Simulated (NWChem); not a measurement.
Molecule: ammonia (NH$_{3}$); SMILES N

Results from NWChem. Pople sets run with spherical d functions. All runs use the structure optimised with B3LYP/6-31G* (spherical d).

Q: Taking PBE0/def2-QZVP as the yardstick, which of these has the fewest basis functions while keeping “highest occupied level (eV)” within 0.2 eV of it: PBE0/def2-TZVPD; PBE0/3-21G; PBE0/6-311G**; PBE0/6-311++G**; PBE0/6-31G*; PBE0/6-31+G*; PBE0/STO-3G?

A: PBE0/6-31+G* (a larger set in the list lies outside the tolerance).
```
level            basis functions  highest occupied level (eV)
---------------  ---------------  ---------------------------
PBE0/STO-3G                    8                        -4.26
PBE0/3-21G                    15                        -6.35
PBE0/6-31G*                   20                        -7.18
PBE0/6-31+G*                  24                        -7.66
PBE0/6-311G**                 36                        -7.36
PBE0/6-311++G**               43                        -7.72
PBE0/def2-TZVPD               64                        -7.76
PBE0/def2-QZVP               147                        -7.75
```

The yardstick is one finite set, not the basis-set limit.
